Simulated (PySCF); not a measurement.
Lewis adducts of Al(H)3. All species are isolated molecules in the gas phase. One relaxed conformer stands for each flexible species; it need not be the lowest. Strings in code marks are SMILES.

Computed with B3LYP-D3(BJ)/def2-TZVP // B3LYP-D3(BJ)/def2-SVP (PySCF 2.14.0). All candidates: neutral, multiplicity 1. B3LYP has the VWN-RPA correlation part, as in Gaussian. Delta-SCF ions had no search for a lower state. Excitations are Tamm–Dancoff values on a coarser integration grid. The basis has no diffuse functions, so Rydberg states are missing or too high.

The HOMO–LUMO gap comes out as 5.59 eV. The S1 excitation (TDA) comes out as 4.55 eV and the vertical ionisation energy (Delta-SCF) comes out as 10.68 eV.

Question: Which member has these values?
A) `CO`
B) [Al(H)3(NH3)]
C) [Al(H)3(CO)]
D) `CC#N`

Answer: C, [Al(H)3(CO)]. The others give [Al(H)3(NH3)]: 6.51 eV, 5.62 eV, 9.89 eV; `CC#N`: 9.63 eV, 7.72 eV, 12.20 eV; `CO`: 8.32 eV, 6.93 eV, 10.86 eV
